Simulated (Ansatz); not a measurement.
**C2H6 (SMILES CC): a rigid scan of the angle H8–C2–C1**

The task here is to estimate one member of a computed series from the others.

Program: Ansatz 0.2.0, Gaussian basis. Level of theory: single points in def2-TZVPP. These are calculated values, not measurements.

Levels: PBE-D4, r2SCAN-D4, PBE0-D4, B3LYP-D4, wB97M-V, Hartree-Fock, MP2, CCSD, CCSD(T). The scan takes 93.4, 97.9, 102.4, 106.9, 111.4, 115.9, 120.4, 124.9, 129.4°.

Cores are frozen in the correlated methods. B3LYP uses VWN-RPA correlation.

42 further runs of the same task are left out: 42 set aside as unsound or not needed.

## Where the work starts

The minimum, relaxed at PBE0-D4: SMILES `CC`, 8 atoms, charge 0, spin multiplicity 1.

Atoms are counted from 1 here; the program's logs count them from 0.

Bond lengths: C1–C2 1.519 Å, C1–H3 1.093 Å, C1–H4 1.093 Å, C1–H5 1.093 Å, C2–H6 1.093 Å, C2–H7 1.093 Å, C2–H8 1.093 Å. Angles: C2–C1–H3 111.4°, C2–C1–H4 111.4°, C2–C1–H5 111.4°, H3–C1–H4 107.5°, H3–C1–H5 107.5°, H4–C1–H5 107.5°, C1–C2–H6 111.4°, C1–C2–H7 111.4°, C1–C2–H8 111.4°, H6–C2–H7 107.5°, H6–C2–H8 107.5°, H7–C2–H8 107.5°.

Coordinates:

```
C    -0.3268    0.1322   -0.6725
C     0.3268   -0.1322    0.6725
H     0.0705   -0.5296   -1.4459
H    -1.4071   -0.0257   -0.6290
H    -0.1586    1.1602   -1.0024
H    -0.0704    0.5296    1.4459
H     1.4071    0.0256    0.6289
H     0.1585   -1.1601    1.0025
```

Energies of the minimum (eV), from earlier single points: PBE-D4 -2169.71094, r2SCAN-D4 -2171.49164, PBE0-D4 -2170.22409, B3LYP-D4 -2173.38729, wB97M-V -2171.32198, CCSD(T) -2168.07918.

At the minimum the angle H8–C2–C1 is 111.4°.

The first run:

File ccsdt-tzvpp/in.yaml:

```yaml
crystal:
  periodic: [false, false, false]
  atoms:
    - {symbol: C, position_ang: [-0.326768, 0.132190, -0.672504]}
    - {symbol: C, position_ang: [0.326766, -0.132188, 0.672507]}
    - {symbol: H, position_ang: [0.070462, -0.529575, -1.445884]}
    - {symbol: H, position_ang: [-1.407055, -0.025697, -0.628957]}
    - {symbol: H, position_ang: [-0.158626, 1.160154, -1.002443]}
    - {symbol: H, position_ang: [-0.070402, 0.529638, 1.445868]}
    - {symbol: H, position_ang: [1.407064, 0.025616, 0.628938]}
    - {symbol: H, position_ang: [-0.009751, -1.171200, 0.704951]}
basis:
  gaussian: {orbitals: def2-TZVPP}
correlation: {method: ccsd_t}
```

The command line of these runs was not kept.

Among the steps run: H8–C2–C1 = 93.4°; H8–C2–C1 = 97.9°; H8–C2–C1 = 102.4°; H8–C2–C1 = 106.9°; H8–C2–C1 = 111.4°; H8–C2–C1 = 115.9°; H8–C2–C1 = 120.4°; H8–C2–C1 = 124.9°; H8–C2–C1 = 129.4°.

One table of the session follows, with a row left open; its other results are not shown here.

Energies less that of the minimum at the same level (meV):

```
      angle (°)  PBE-D4  PBE0-D4  B3LYP-D4  wB97M-V  Hartree-Fock
           93.4     298      304       311      303           345
           97.9     167      170       174      169           191
          102.4      75       75        77       74            84
          106.9      19       19        20       18            20
          111.4       0        0         0        0             0
111.4 (minimum)       0        0         0        0             0
          115.9      16       18        18       18            22
          120.4      67       72        72       73            85
          124.9       ?        ?         ?        ?             ?
          129.4     272      286       288      286           332
```

Q: Estimate the row for angle (°) = 124.9 from the others.

Worked estimate for «PBE-D4». A straight line through the neighbours (120.4, 67) and (129.4, 272) gives 67 + (272 − 67) × (124.9 − 120.4) / (129.4 − 120.4) = 170; a parabola fitted to 3 rows on both sides gives 152.

As computed: PBE-D4: 153; PBE0-D4: 162; B3LYP-D4: 162; wB97M-V: 162; Hartree-Fock: 189. In «PBE-D4» the line misses by +17 and the parabola by -1.

To keep in mind: A polynomial through the near points puts the CCSD(T) minimum 0.2° below the PBE0-D4 value.
